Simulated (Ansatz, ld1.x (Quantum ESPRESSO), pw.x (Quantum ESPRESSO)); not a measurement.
Equation-of-state test of one ultrasoft potential (scandium)

- Element: scandium (Sc)
- Generator: ld1.x (Quantum ESPRESSO) 7.5
- Type: ultrasoft
- Functional: PBEsol
- Relativity: scalar-relativistic
- Frozen core: [Ar]
- Valence charge: 3
- Reference configuration: 3d1 4s2 4p0
- Partial waves: 4s (bound): rcut 3.15, rcutus 3.45 bohr; 4s channel at 0.1 Ry: rcut 3.15, rcutus 3.45 bohr; 4p (bound, empty): rcut 2.85, rcutus 3.45 bohr; 4p channel at 4.4 Ry: rcut 2.85, rcutus 3.45 bohr; 3d (bound): rcut 2.25, rcutus 2.95 bohr; 3d channel at 0.65 Ry: rcut 2.25, rcutus 2.95 bohr
- Local potential: all-electron potential smoothed inside 3.05 bohr (lloc = -1)
- Core correction: none
- Augmentation charge: PSQ, inside the norm-conserving radii

Atomic tests: cutoffs needed: 10 Ry and 12 Ry (the cutoffs (Ry, on a coarse ladder) from which the occupation-weighted sum of valence levels, in a spherical-Bessel basis at the reference potential, stays within 10 and 1 mRy of its value at 400 Ry); ghost test: no extra level below or beside the all-electron valence levels (s, p, d, f tested) (spherical-Bessel basis up to 400 Ry, 20 bohr box); largest excitation error: +305 meV (all-electron minus pseudo) for 3d0 4s2 4p1, out of 7 test configurations.

Crystal test: diamond Sc in pw.x 7.5, no spin, 8³ k-points, Fermi–Dirac smearing 0.01 Ry, cutoffs 40/320 Ry. The reference is all-electron LAPW (Ansatz 0.2.0) with the same functional, mesh and smearing; V0 and B0 come from Birch–Murnaghan fits to the pressures at five volumes. Errors are pseudo minus all-electron; Δ is the rms difference of the E(V) curves that follow from these fits, minima aligned, over ±6 % about the mean V0. Mesh and smearing are coarse, so the numbers serve the comparison and aren't converged zero-temperature values; the lattice is a test structure that the element need not adopt.

| V (Å³/atom) | P all-electron (GPa) | P pseudo (GPa) |
| --- | --- | --- |
| 30.485 | 0.52 | 0.87 |
| 31.288 | 0.24 | 0.60 |
| 32.090 | -0.01 | 0.36 |
| 32.892 | -0.23 | 0.14 |
| 33.694 | -0.43 | -0.06 |

All-electron: a0 = 6.354 Å (V0 = 32.07 Å³/atom), B0 = 9.5 GPa.

Pseudopotential: mean pressure error (GPa): +0.36; a0 (Å): 6.445; a0 error (%): +1.43; B0 error (%): -15.3; Δ (meV/atom): 2.6. The largest radius (3.45 bohr) exceeds half the bond length (2.60 bohr), so the spheres overlap, which is one possible source of error among others. This is a poor potential for the solid.

Task: At the middle volume, how do free energy and pressure move when the wave cutoff is lowered (ecutrho held at 320 Ry)?

Result:

```json
{"cutoff (Ry)": "18", "shift of F (meV/atom)": "+2.0", "shift of P (GPa)": "-0.04"}
{"cutoff (Ry)": "24", "shift of F (meV/atom)": "+0.4", "shift of P (GPa)": "+0.00"}
{"cutoff (Ry)": "32", "shift of F (meV/atom)": "+0.1", "shift of P (GPa)": "-0.00"}
```

The run at the middle volume (29 k-points, 12 iterations) took about 20 s on one core of a shared host (Neoverse-V1, 32 threads, 247 GiB, load 12).
